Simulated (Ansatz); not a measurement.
A made-up structure of NaSiH₃, closed shell:

```tsv
atom	x (Å)	y (Å)	z (Å)
Na1	-2.4622	0.7255	0.3431
Si2	0.1532	-0.0452	-0.0214
H3	0.6956	0.1391	-1.4126
H4	0.4481	-1.4930	0.2622
H5	-2.0593	-1.1185	0.9072
```

It is relaxed with PBE-D4/def2-SVP and then PBE0-D4/def2-TZVP (Ansatz 0.2.0). Atoms count as bonded within 1.22 times the sum of their covalent radii (H–H: 0.88 Å). The end point is not checked to be a true minimum.

**Question.** Does its bonding change? (A judgement: the text doesn't fix the answer.)

**Answer.** By the calculation: Yes. Formed: Si2–H5; broken: Na1–H5.

Where it ends: The first stage lowers the energy by 2.43 eV in 13 steps. It ends as NaSiH₃ ([Na][SiH3]):
```
5
angstrom
Na -2.1836 1.4760 1.0066
Si -0.5494 -0.4721 -0.0459
H 0.2014 -0.0875 -1.2918
H 0.5451 -0.9621 0.8629
H -1.2381 -1.7463 -0.4532
```

Labels in which every atom is bracketed show which atoms are joined, not bond orders.

For scale, one of the runs: PBE0-D4/def2-TZVP relaxation, 87 basis functions, launched by `ansatz run in.yaml --threads 2 --pin off --events-out ev --progress --plain --max-ram 4352MiB`. Hardware: 2 CPU threads of an Arm Neoverse V1, shared host. Wall time about 6 s.
